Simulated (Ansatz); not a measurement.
Carbon monoxide, CO: measurement beside calculation (Ansatz, PBE0-D4/def2-TZVP geometry).

Z-matrix (Å, degrees):
```
C
O 1 1.123
```

Measured: 1.9225125 cm⁻¹ (B0 of CO, ground vibrational state, literature experimental value). Source: Infrared spectrum and intermolecular potential energy surface of the CO-O2 dimer, 2018 (arxiv:1804.02612).

```
constant  measured (MHz)  computed (MHz)  error (%)
       B           57635           58414        1.4
```

Computed constants are equilibrium values for the main isotopes; measured ground-state ones include zero-point motion, which usually lowers them by up to about 1 %.

Measured: 83.4 eV (ionisation energy: vertical triple ionisation, neutral CO to first 2Delta state of CO3+, quoted experimental value). Source: Fragmentation dynamics of diatomic molecules under proton impact: Kinetic energy release spectra of CO^{q+} and NO^{q+} (q = 2, 3) molecular ions, 2022 (arxiv:2202.06322).

| level | vertical IE (eV) | minus measured (eV) |
| --- | --- | --- |
| PBE-D4/def2-TZVPP | 13.84 | -69.56 |
| r2SCAN-D4/def2-TZVPP | 13.83 | -69.57 |
| PBE0-D4/def2-TZVPP | 13.99 | -69.41 |
| B3LYP-D4/def2-TZVPP | 14.18 | -69.22 |
| ωB97X-V/def2-TZVPP | 14.20 | -69.20 |
| ωB97M-V/def2-TZVPP | 14.22 | -69.18 |
| B2PLYP/def2-TZVPP | 13.99 | -69.41 |
| −ε(HOMO), LDA (SPW92) | 9.08 | -74.32 |
| −ε(HOMO), PBE | 8.99 | -74.41 |
| −ε(HOMO), revPBE | 8.95 | -74.45 |
| −ε(HOMO), BLYP | 8.96 | -74.44 |
| −ε(HOMO), r2SCAN | 9.44 | -73.96 |
| −ε(HOMO), B97M-V | 9.61 | -73.79 |
| −ε(HOMO), PBE0 | 10.71 | -72.69 |
| −ε(HOMO), B3LYP | 10.49 | -72.91 |
| −ε(HOMO), r2SCANh | 10.07 | -73.33 |
| −ε(HOMO), r2SCAN0 | 11.01 | -72.39 |
| −ε(HOMO), HSE06 | 10.29 | -73.11 |
| −ε(HOMO), BHLYP | 12.42 | -70.98 |
| −ε(HOMO), CAM-B3LYP | 12.34 | -71.06 |
| −ε(HOMO), LC-ωPBE | 13.79 | -69.61 |
| −ε(HOMO), ωB97X-V | 13.39 | -70.01 |
| −ε(HOMO), ωB97M-V | 13.24 | -70.16 |

Computed values are vertical and leave out zero-point energy and spin–orbit coupling. All levels miss by much here, so the measurement may belong to another conformer or state, or be off; this wasn't checked.

Measured: 2143 cm⁻¹ (C-O stretch, gas phase absorption, infrared reflection absorption spectroscopy); 2169 cm⁻¹ (C-O stretch, characteristic absorption peak (band maximum, not band origin), FTIR absorption); 2143.0 cm⁻¹ (C-O stretch, gas phase, literature experimental value); 2143 cm⁻¹ (fundamental v=1 energy above v=0, 12C16O, anharmonic, infrared and rotational spectroscopy); 2144 cm⁻¹ (C-O stretch band, TG-IR gas-phase infrared); 2143 cm⁻¹ (C-O stretch of free CO); 2143 cm⁻¹ (C-O stretch, centre of rotovibrational band, FT-IR transmission); 2143 cm⁻¹ (CO stretch fundamental of free CO); 2169.76 cm⁻¹ (harmonic omega_e, 12C16O, ground state, high-resolution near-infrared stellar absorption spectroscopy); 2143.27 cm⁻¹ (fundamental band origin v=1-0, 12C16O, high-resolution near-infrared stellar absorption spectroscopy); 2143 cm⁻¹ (C-O stretch, gas-phase band centre, FTIR transmission); 2147 cm⁻¹ (C-O stretch band, FTIR transmission). Source: Polarization-Dependent SFG Spectroscopy of Near Ambient Pressure CO Adsorption on Pt(111) and Pd(111) Revisited, 2018 (pmc:6010505); Electrochemical and Infrared Absorption Spectroscopy Detection of SF6 Decomposition Products, 2017 (pmc:5713036); Probing Active Sites on Pd/Pt Alloy Nanoparticles by CO Adsorption, 2024 (pmc:11562784); Accurate laboratory rest frequencies of vibrationally excited CO up to $varv = 3$ and up to 2 THz, 2009 (arxiv:0902.3382); Enhancing the flame retardancy of lyocell fabric finished with an efficient, halogen-free flame retardant, 2021 (pmc:9042939); Octacarbonyl Ion Complexes of Actinides [An(CO)8]+/− (An=Th, U) and the Role of f Orbitals in Metal–Ligand Bonding, 2019 (pmc:6772027); Surface Characterization of Mesoporous CoOx/SBA-15 Catalyst upon 1,2-Dichloropropane Oxidation, 2018 (pmc:6025381); Quadruple bonding between iron and boron in the BFe(CO)3− complex, 2019 (pmc:6797760); CRIRES-POP: a library of high resolution spectra in the near-infrared. III. Line identification in the K-giant 10 Leo, 2023 (arxiv:2309.12467); Trapping gases in metal-organic frameworks with a selective surface molecular barrier layer, 2016 (pmc:5159845); Carbon 'fluffy' aggregates produced by helium - hydrocarbon high pressure plasmas as analogs to interstellar dust, 2018 (arxiv:1809.03698).

Harmonic PBE0-D4 wavenumbers (cm⁻¹, unscaled): 2240. Fundamentals include anharmonicity and usually lie a few per cent under these; harmonic values from spectra compare directly.

Enthalpy of formation at 298 K: -26.4 kcal/mol (zero for an element's reference state; older measured values of the G2 set, as listed by Staroverov and co-workers, J. Chem. Phys. 119, 12129, 2003). With their computed zero-point and thermal terms and the atoms' enthalpies of Curtiss and co-workers (1997) it gives an electronic atomization energy of 259.3 kcal/mol.

```
             level  atomization (kcal/mol)  error  error per bond
       LDA (SPW92)                   299.0   39.7            39.7
            PBE-D4                   269.0    9.8             9.8
         revPBE-D4                   260.2    1.0             1.0
           BLYP-D4                   262.3    3.1             3.1
         r2SCAN-D4                   255.5   -3.8            -3.8
            B97M-V                   256.6   -2.7            -2.7
           PBE0-D4                   255.6   -3.7            -3.7
          B3LYP-D4                   255.6   -3.6            -3.6
        r2SCANh-D4                   251.1   -8.2            -8.2
        r2SCAN0-D4                   244.7  -14.6           -14.6
          HSE06-D4                   255.9   -3.3            -3.3
          BHLYP-D4                   238.6  -20.7           -20.7
      CAM-B3LYP-D4                   256.9   -2.4            -2.4
           ωB97X-V                   257.7   -1.6            -1.6
           ωB97M-V                   260.5    1.2             1.2
            B2PLYP                   257.2   -2.1            -2.1
          PBE-QIDH                   253.8   -5.5            -5.5
               PBE                   268.8    9.5             9.5
            revPBE                   259.2    0.0             0.0
              BLYP                   261.8    2.5             2.5
            r2SCAN                   255.4   -3.9            -3.9
              PBE0                   255.4   -3.9            -3.9
             B3LYP                   255.2   -4.0            -4.0
           r2SCANh                   251.0   -8.2            -8.2
           r2SCAN0                   244.6  -14.7           -14.7
             HSE06                   255.8   -3.5            -3.5
             BHLYP                   238.3  -20.9           -20.9
         CAM-B3LYP                   256.7   -2.6            -2.6
           LC-ωPBE                   257.4   -1.8            -1.8
RPA@PBE/def2-TZVPP                   239.2  -20.1           -20.1
     HF/def2-TZVPP                   174.4  -84.8           -84.8
    MP2/def2-TZVPP                   265.1    5.9             5.9
SCS-MP2/def2-TZVPP                   260.4    1.1             1.1
   CCSD/def2-TZVPP                   244.3  -15.0           -15.0
CCSD(T)/def2-TZVPP                   251.6   -7.6            -7.6
     HF/def2-QZVPP                   174.8  -84.4           -84.4
    MP2/def2-QZVPP                   269.2   10.0            10.0
SCS-MP2/def2-QZVPP                   265.1    5.9             5.9
   CCSD/def2-QZVPP                   247.9  -11.4           -11.4
CCSD(T)/def2-QZVPP                   255.6   -3.7            -3.7
      HF/CBS(def2)                   174.9  -84.4           -84.4
     MP2/CBS(def2)                   272.0   12.8            12.8
    CCSD/CBS(def2)                   250.3   -9.0            -9.0
 CCSD(T)/CBS(def2)                   258.2   -1.0            -1.0
```

Functionals use def2-TZVPP; B3LYP here is the variant with VWN-RPA as its local correlation; programs differ in this. The calculations leave out spin–orbit coupling, scalar relativity and, for the correlated methods, core correlation; together these are worth up to about 1 kcal/mol a heavy atom. HSE06 is defined as in plane-wave codes. CBS extrapolates def2-TZVPP and def2-QZVPP. T1 = 0.018.
